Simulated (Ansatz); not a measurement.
# Worked example: correlation energy of GeAsH3⁺ (H-bridged), doublet

Geometry: that of the GeAsH3 (H-bridged), singlet, kept fixed.

```
atom    x (Å)    y (Å)    z (Å)
  Ge  -0.0184   0.0000   1.1160
  As  -0.0047   0.0000  -1.1350
   H   1.3379   0.0000  -0.1370
   H   0.1701   1.2375   2.0381
   H   0.1701  -1.2375   2.0381
```

Basis cc-pVDZ; Ansatz 0.2.0. Correlated methods freeze the noble-gas cores and the filled d shells of p-block atoms, which leaves 11 electrons in 41 orbitals. R marks a restricted (for open shells ROHF) determinant, U an unrestricted one. No spin–orbit coupling is included, and no scalar relativity.

Full CI isn't at hand for all of this; UCCSDT(Q) serves as the reference, and is uncertain by about the last step of the cluster series.

Runs differ by some tens of microhartree through their thresholds and, for an open shell, their frozen cores, so steps under 0.03 kcal/mol mean nothing.

```
    level  total energy (hartree)
      UHF            -4310.938974
     UMP2            -4311.108882
    UCCSD            -4311.146382
 UCCSD(T)            -4311.153067
   UCCSDT            -4311.154318
UCCSDT(Q)            -4311.154691
```

Q: What is the correlation energy at UCCSDT(Q), and what share of it do UMP2 and UCCSD recover?

A: E(corr) = -4311.154691 − (-4310.938974) = -0.215717 hartree = -5.870 eV. UMP2: -0.169908 / -0.215717 = 78.76 %. UCCSD: -0.207408 / -0.215717 = 96.15 %.

Q: By how many kcal/mol does UCCSD(T) miss UCCSDT(Q) (1 hartree = 627.509 kcal/mol), and which steps make up the rest?

A: -4311.153067 − (-4311.154691) = 0.001624 hartree = 1.02 kcal/mol. Steps: UCCSDT − UCCSD(T) = -0.79, UCCSDT(Q) − UCCSDT = -0.23 kcal/mol. Differences between like states or geometries often cancel part of this.
